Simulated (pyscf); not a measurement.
Elimination: H₃Si–PH₂ -> H₂Si=PH + hydrogen (H₂)

Gas phase, singlet surface, charge 0. Bonds broken: P1–H3, Si2–H5. Bonds formed: H3–H5. PySCF, gas phase, ωB97X-D3(BJ)/def2-SVP geometries.

Transition state (Å):

```xyz
7

P     -1.3880    -0.8332    -1.6449
Si    -0.2840     0.3935    -0.2796
H     -0.8401    -1.0412     0.3528
H     -2.5886    -0.2735    -1.1016
H     -0.4056    -0.6260     1.1326
H     -0.7804     1.6052     0.4273
H      1.1991     0.3250    -0.2879
```

One imaginary mode, 1410i cm⁻¹; descent along it reached the two sides named.

| bond | change | reactant side (Å) | saddle | product side |
|---|---|---|---|---|
| P1–H3 | breaks | 1.425 | 2.082 | 4.2 |
| Si2–H5 | breaks | 1.492 | 1.746 | 3.2 |
| H3–H5 | forms | 3.1 | 0.985 | 0.761 |

Electronic energies relative to the reactant's lowest minimum found (kJ/mol):

```
level                   barrier  reaction energy  reverse barrier
----------------------  -------  ---------------  ---------------
ωB97X-D3(BJ)/def2-TZVP    293.5           +176.6            116.8
PBE/def2-TZVP             249.3           +150.8             98.5
r²SCAN/def2-TZVP          262.4           +160.1            102.3
B3LYP-D3(BJ)/def2-TZVP    277.9           +158.5            119.4
PBE0-D3(BJ)/def2-TZVP     268.2           +169.9             98.3
M06-2X/def2-TZVP          279.2           +158.6            120.6
ωB97M-D3(BJ)/def2-TZVP    284.7           +167.3            117.4
HF/def2-TZVP              346.2           +186.8            159.3
```

With ωB97M-D3(BJ)/def2-TZVP energies and thermal terms (ideal gas, 1 atm, RRHO with modes under 100 cm⁻¹ raised to 100, one conformer, R ln 2 for chiral ones without a mode under 150 cm⁻¹), in kJ/mol:

```
T (K)    ΔH‡    ΔG‡      ΔH      ΔG
-----  -----  -----  ------  ------
298    274.3  274.9  +154.0  +120.3
600    272.8  276.2  +156.6   +84.9
900    271.3  278.2  +156.1   +49.1
1200   269.8  280.7  +153.9   +13.7
```

At the saddle there is also a short H–Si contact that neither side keeps. The same reactants have a lower exit, to PH₃ + SiH₂ [singlet] (highest point, the separated products, at +246.4 kJ/mol at ωB97M-D3(BJ)/def2-TZVP, against +284.7 kJ/mol here). One saddle was located; it need not be the lowest between these sides.
